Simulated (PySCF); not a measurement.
# Where the electron goes

CH3CH2CF(CH3)2, C5H11F.
Structure used (GFN2-xTB), in Å, numbered top down from 1:
```xyz
17
C5H11F angstrom
C      1.9199   -0.7375    0.1071
C      0.8334    0.1802    0.6578
C     -0.3621    0.3590   -0.2861
C     -1.0098   -0.9594   -0.6943
C     -1.3889    1.3151    0.3153
F      0.1184    0.9615   -1.4546
H      1.5786   -1.7684    0.0590
H      2.7967   -0.6997    0.7493
H      2.2100   -0.4155   -0.8902
H      1.2632    1.1686    0.8350
H      0.4636   -0.2035    1.6100
H     -0.3201   -1.5486   -1.2917
H     -1.8971   -0.7654   -1.2922
H     -1.2929   -1.5246    0.1888
H     -1.8270    0.8780    1.2079
H     -0.9155    2.2588    0.5758
H     -2.1774    1.5136   -0.4068
```

Method: TDDFT CAM-B3LYP/def2-SVPD, vertical, gas phase, core orbitals frozen in the response (PySCF 2.14.0, density-fitted response routines).

Kohn–Sham orbitals with the atoms that hold most of them (Löwdin shares over 4%, at most four atoms; ? is withheld):

```
orbital  ε (eV)                            atoms
 LUMO+2    2.22  C4 17%, H10 12%, H13 10%, C2 9%
 LUMO+1    1.94    C1 20%, C5 14%, H8 10%, H7 9%
   LUMO    1.26                                ?
   HOMO  -10.36                                ?
 HOMO-1  -10.50   F6 21%, C3 19%, C4 16%, C5 15%
 HOMO-2  -11.24  C1 25%, C2 24%, H11 11%, H7 10%
 HOMO-3  -11.70   C2 23%, C1 22%, C5 11%, F6 10%
```

(1) Which atoms hold the LUMO, and with what shares?

(2) Give the leading atoms of the HOMO.

(3) The HOMO–LUMO gap is 11.62 eV. Where does the response calculation put the lowest singlet, and from which orbitals?

(4) Give energy, strength and leading configuration of S1, S2, S3 and S4, and follow the Löwdin shares of the leading atoms from the occupied to the empty orbital.

Answers

(1) C4 (bonded to C and 3 H) 13%; C5 (bonded to C and 3 H) 12%; C2 (bonded to 2 C and 2 H) 10%; C1 (bonded to C and 3 H) 10%.

(2) C3 (bonded to 3 C and F) 21%; C2 (bonded to 2 C and 2 H) 21%; F6 (bonded to C) 19%; C5 (bonded to C and 3 H) 8%. By element: carbon 50% or more, fluorine 19%.

(3) S1 is at 8.74 eV (f = 0.011), 2.88 eV below the gap, made of HOMO→LUMO (93%). 

(4) 
- S1 (8.74 eV, f 0.011), HOMO→LUMO (93%): C3 21% → at most 10%, C2 21% → 10%, C4 at most 9% → 13%, C5 8% → 12%
- S2 (8.88 eV, f 0.026), HOMO-1→LUMO (93%): F6 21% → at most 10%, C3 19% → at most 10%, C4 16% → 13%, C5 15% → 12%
- S3 (9.45 eV, f 0.0046), HOMO-2→LUMO (76%): C1 25% → 10%, C2 24% → 10%, C4 at most 10% → 13%, C5 at most 10% → 12%
- S4 (9.60 eV, f 0.060), HOMO→LUMO+1 (90%): C3 21% → at most 10%, C2 21% → at most 10%, C1 at most 9% → 20%, C5 8% → 14%

Löwdin shares depend on the basis, the more so with diffuse functions.

One conformer stands for the species.
